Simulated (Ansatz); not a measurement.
Relaxation of C2H5Si (8 atoms, charge -1, multiplicity 1), to a largest force component of 0.015 eV/Å in at most 40 steps.

Level of theory: RKS PBE-D4/6-31G* in Ansatz.

```xyz
8
Properties=species:S:1:pos:R:3
C -0.982 -0.175 -1.512
C -0.345 0.506 -0.526
Si 0.531 -0.418 0.813
H -1.468 0.557 -2.248
H -0.287 1.627 -0.426
H 1.189 0.508 1.790
H 1.652 -1.314 0.411
H -0.290 -1.291 1.699
```

Q: Where does it end, and by what steps?

A: The run converged. Limits of this set-up: an anion without diffuse functions, the dipole of an ion depends on the origin. After 9 steps the energy has fallen by 0.129 eV; H4 moved furthest, 0.34 Å.

```json
{"step": "0", "energy less start (eV)": "0.0000", "largest force component (eV/Å)": "0.991", "accepted": "yes"}
{"step": "1", "energy less start (eV)": "-0.0664", "largest force component (eV/Å)": "0.497", "accepted": "yes"}
{"step": "2", "energy less start (eV)": "-0.0964", "largest force component (eV/Å)": "0.376", "accepted": "yes"}
{"step": "3", "energy less start (eV)": "-0.0935", "largest force component (eV/Å)": "0.633", "accepted": "no"}
{"step": "4", "energy less start (eV)": "-0.1095", "largest force component (eV/Å)": "0.271", "accepted": "yes"}
{"step": "5", "energy less start (eV)": "-0.1184", "largest force component (eV/Å)": "0.390", "accepted": "yes"}
{"step": "6", "energy less start (eV)": "-0.1231", "largest force component (eV/Å)": "0.208", "accepted": "yes"}
{"step": "7", "energy less start (eV)": "-0.1279", "largest force component (eV/Å)": "0.106", "accepted": "yes"}
{"step": "8", "energy less start (eV)": "-0.1287", "largest force component (eV/Å)": "0.052", "accepted": "yes"}
{"step": "9", "energy less start (eV)": "-0.1288", "largest force component (eV/Å)": "0.007", "accepted": "yes"}
```

```xyz
8
Properties=species:S:1:pos:R:3
C -0.855 -0.222 -1.299
C -0.311 0.730 -0.480
Si 0.490 -0.374 0.749
H -1.427 0.226 -2.172
H -0.324 1.852 -0.510
H 1.259 0.343 1.911
H 1.592 -1.283 0.240
H -0.422 -1.272 1.563
```

Whether the end is a true minimum wasn't checked by a vibrational analysis.

The run took 14 s on 1 thread of Arm Neoverse V2, with other jobs on the host, peak memory 0.11 GiB.
